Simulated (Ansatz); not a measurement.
The input, for Ansatz 0.2.0:

```yaml
crystal:
  periodic: [false, false, false]
  atoms:
    - {symbol: Cl, position_ang: [0.000000, -0.224086, 2.635143]}
    - {symbol: Al, position_ang: [0.000000, 0.584034, 0.694320]}
    - {symbol: Ga, position_ang: [0.000000, -0.116013, -1.564060]}
    - {symbol: H, position_ang: [0.000000, 0.272997, -3.082122]}
basis:
  gaussian: {orbitals: STO-3G}
magnetization: {spin_polarized: false, initial_magnetization: 4}
correlation: {active_space: {window: {electrons: 4, orbitals: 5}, fixed_orbitals: true}}
```

```sh
$ ansatz run in.yaml --threads 1 --pin off --events-out ev --progress --plain --max-ram 2393MiB
```

The program prints:

```
374 factors; integrals over basis functions are off by at most 1.0e-4 eV
mean field evaluation 1: about -70614.4616 eV, gradient 2.7e1 eV
mean field evaluation 2: about -70614.4793 eV, gradient 2.7e1 eV
mean field evaluation 4: about -70616.3692 eV, gradient 1.8e1 eV
mean field evaluation 8: about -70618.9054 eV, gradient 4.1e0 eV
mean field evaluation 16: about -70619.0571 eV, gradient 2.5e-2 eV
mean field evaluation 32: about -70619.1599 eV, gradient 4.8e-3 eV
mean field evaluation 64: about -70619.1600 eV, gradient 3.7e-2 eV
mean field evaluation 96: about -70619.1485 eV, gradient 2.4e-1 eV
mean field evaluation 128: about -70619.0686 eV, gradient 2.8e0 eV
mean field -70619.16021960 eV, -2595.2062706844 hartree, gradient 3.2e-11 eV, S^2 6.000000; 12 other end points of the search recorded, 0 dependent functions left out
reference -70619.16021960 eV, -2595.2062706844 hartree; 33, 29 occupied and 4, 8 virtual orbitals, 374 factors
state -70619.16021960 eV, -2595.2062706844 hartree
Total energy: -70619.16021960 eV, -2595.2062706844 hartree
```

The active space holds one configuration alone, so it describes no static correlation.

Natural occupations: 1.0000 1.0000 1.0000 1.0000 0.0000.

Ran on 1 thread of Arm Neoverse V2, shared host: 3.5 s wall, 0.22 GiB peak host memory.
